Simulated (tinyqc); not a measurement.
Inside a calculation. Method: extended Hueckel theory, for H3O+. The parameters take no account of the charge, which enters only through the electron count. One step of it, computed by the program tinyqc.

Task: Mulliken analysis. P = C n C^T; charge = valence electrons (O 6, H 1) minus the sum of (P S)_ii on the atom; overlap population = 2 sum P_ij S_ij between two atoms.

coefficients, order 1O 2s, 1O 2px, 1O 2py, 1O 2pz, 2H 1s, 3H 1s, 4H 1s:
```
[[0.839714, 0.000000, -0.000080, 0.004966, 0.000000, 0.001033, 1.057889],
 [-0.000031, 0.000000, 0.686187, 0.000003, 0.000000, -0.949146, 0.001499],
 [0.000000, 0.686105, 0.000000, 0.000000, 0.949124, 0.000000, 0.000000],
 [0.000779, 0.000000, -0.000003, 0.999952, 0.000000, -0.000014, -0.014247],
 [0.109010, 0.000000, 0.406681, -0.002537, 0.000000, 0.968439, -0.665166],
 [0.108927, 0.352274, -0.203408, -0.002539, -0.839165, -0.485442, -0.662941],
 [0.108927, -0.352274, -0.203408, -0.002539, 0.839165, -0.485442, -0.662941]]
```

occupations: [2.000000, 2.000000, 2.000000, 2.000000, 0.000000, 0.000000, 0.000000]

overlap S, order 1O 2s, 1O 2px, 1O 2py, 1O 2pz, 2H 1s, 3H 1s, 4H 1s:
```
[[1.000000, 0.000000, 0.000000, 0.000000, 0.450148, 0.449869, 0.449869],
 [0.000000, 1.000000, 0.000000, 0.000000, 0.386804, -0.193236, -0.193236],
 [0.000000, 0.000000, 1.000000, 0.000000, 0.000000, 0.334890, -0.334890],
 [0.000000, 0.000000, 0.000000, 1.000000, -0.005163, -0.005158, -0.005158],
 [0.450148, 0.386804, 0.000000, -0.005163, 1.000000, 0.172251, 0.172251],
 [0.449869, -0.193236, 0.334890, -0.005158, 0.172251, 1.000000, 0.172047],
 [0.449869, -0.193236, -0.334890, -0.005158, 0.172251, 0.172047, 1.000000]]
```

Give: charges; Overlap populations.

Result:

charges: [-0.1879, 0.3960, 0.3959, 0.3959]

Overlap populations:
```
pair      value
2-1    0.596550
3-1    0.596305
3-2   -0.048810
4-1    0.596305
4-2   -0.048810
4-3   -0.048758
```
